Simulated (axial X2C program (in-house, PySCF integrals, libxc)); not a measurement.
# A two-component session on ClF: properties at the nuclei

Aim: properties at the nuclei of ClF, with spin–orbit coupling in the Hamiltonian from the start.

Method: two-component X2C with atomic mean-field terms, Cl dyall-av3z, F dyall-av3z; program: an in-house X2C program for linear molecules on PySCF integrals.

All values are calculated.

**1. Set-up**

Contents of task.json:

```json
{"zs": [17, 9], "q": 0, "bas": ["dyall-av3z", "dyall-av3z"], "r0": 1.63, "levels": ["PBE0", "HF", "PBE", "r2SCAN", "LDA"], "nst": 3}
```

Keys: zs atomic numbers; q charge; bas basis sets; r0 starting distance in Å; levels methods (HF also brings MP2); nst determinants followed.

On the command line:

```bash
> python soeom.py task.json out
```

After this run come: Expectation values, lowest determinant.

Q: Predict the outcome of this session. Wanted: lowest state; qzz Cl; qzz F; μ.

**Answer**, as computed:

| quantity | value |
| --- | --- |
| lowest state | Ω = 0 (closed shell) |
| qzz Cl (a.u.), PBE0 | 7.74 |
| qzz F (a.u.), PBE0 | 4.42 |
| μ (D), PBE0 | -0.85 |

**Reading.** The expectation values come from single determinants. qzz is the electric field gradient, eQq0 = 234.96 MHz × Q/barn × qzz; μ is positive if F is the positive end. The operators were transformed with the bare-nucleus X2C matrices.
